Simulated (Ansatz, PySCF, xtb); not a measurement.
Acid–base and redox partners of CC#C. All species are isolated molecules in the gas phase. Strings in code marks are SMILES.

Quantity: proton affinity at 298 K, in kcal/mol. Thermal and zero-point terms are GFN2-xTB rigid-rotor harmonic values (xtb).

Level 1: frozen-core CCSD(T)/cc-pVTZ // B3LYP-D3(BJ)/def2-TZVP (Ansatz, a quantum-chemistry and plane-wave program)
Level 2: PBE-D3(BJ)/def2-TZVP // B3LYP-D3(BJ)/def2-TZVP (PySCF)
Level 3: HF/3-21G // B3LYP-D3(BJ)/def2-TZVP (PySCF)
Level 4: HF/cc-pVTZ // B3LYP-D3(BJ)/def2-TZVP (Ansatz)

```tsv
species	level 2	level 3	level 4
proton added at C1: `C=[C+]C`	183.4	180.8	185.9
```

Q: What does level 1 give for each?

A: 
- proton added at C1: `C=[C+]C`: 177.1
